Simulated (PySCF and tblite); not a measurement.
Values are calculated unless marked as measured or tabulated.
Stationary points of C4H5N at B3LYP-D3(BJ)/def2-SVP, in Å:

Structure A

```
 1 C    -0.165   -2.795   -0.947
 2 C    -0.508   -1.660   -1.207
 3 N    -0.838   -0.380   -1.478
 4 C    -1.663   -0.054   -2.643
 5 C    -2.205    0.098   -1.265
 6 H     0.154   -3.791   -0.711
 7 H    -1.338    0.824   -3.209
 8 H    -2.034   -0.892   -3.244
 9 H    -2.945   -0.636   -0.927
10 H    -2.283    1.090   -0.807
```

Structure B

```
 1 C     1.470   -2.010    0.800
 2 C     0.785   -1.073    0.428
 3 N     0.045   -0.063    0.025
 4 C    -0.347    0.776   -1.044
 5 C    -0.902    0.931    0.364
 6 H     2.073   -2.833    1.128
 7 H     0.375    1.521   -1.409
 8 H    -1.000    0.351   -1.821
 9 H    -1.937    0.615    0.558
10 H    -0.562    1.784    0.970
```

Level: revPBE/pcSseg-1 + D3(BJ), IEF-PCM water on B3LYP-D3(BJ)/def2-SVP stationary points, with GFN2-xTB thermal terms.

Problem. Which structure is a saddle point, and along which motion?

Solution. B: one imaginary mode (296i cm⁻¹ at GFN2-xTB, mostly on N3, C2), along the pyramidal inversion at N3.

Problem. Give their symmetry and energies above the lowest.

Solution. A Cs, 0.0 kcal/mol; B C2v, 9.9 kcal/mol.
